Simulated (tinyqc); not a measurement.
Inside a calculation. Method: Pariser-Parr-Pople SCF with singles CI, for the molecule C=CC=CC=C (SMILES; centres numbered as the heavy atoms are written). One step of it, computed by the program tinyqc.

Task: PPP integrals. Ohno: gamma = 14.399645/sqrt(R^2 + a^2), a = 2 x 14.399645/(gamma_rr + gamma_ss); H_rr = -W_r - sum_(s != r) z_s gamma_rs; H_rs = beta for bonds.

Centres (angstrom, eV; a flat drawing with bonds scaled to 1.40 angstrom):
```
centre          x          y  core charge z          W   gamma_rr
1C      -3.045000  -0.196000              1  11.160000  11.130000
2C      -1.799000   0.442000              1  11.160000  11.130000
3C      -0.623000  -0.319000              1  11.160000  11.130000
4C       0.623000   0.319000              1  11.160000  11.130000
5C       1.799000  -0.442000              1  11.160000  11.130000
6C       3.045000   0.196000              1  11.160000  11.130000
```

Resonance integrals (eV):
```
i  j       beta
1  2  -2.390000
2  3  -2.390000
3  4  -2.390000
4  5  -2.390000
5  6  -2.390000
```

Give: repulsion gamma_rs; core matrix H.

Result:

repulsion gamma_rs (eV), lower triangle:
```
         1C       2C       3C       4C       5C       6C
1C  11.1300
2C   7.5543  11.1300
3C   5.2388   7.5517  11.1300
4C   3.6702   5.2388   7.5543  11.1300
5C   2.8686   3.6693   5.2388   7.5517  11.1300
6C   2.3083   2.8686   3.6702   5.2388   7.5543  11.1300
```

core matrix H (eV), lower triangle:
```
          1C        2C        3C        4C        5C        6C
1C  -32.8001
2C   -2.3900  -38.0426
3C    0.0000   -2.3900  -40.4138
4C    0.0000    0.0000   -2.3900  -40.4138
5C    0.0000    0.0000    0.0000   -2.3900  -38.0426
6C    0.0000    0.0000    0.0000    0.0000   -2.3900  -32.8001
```
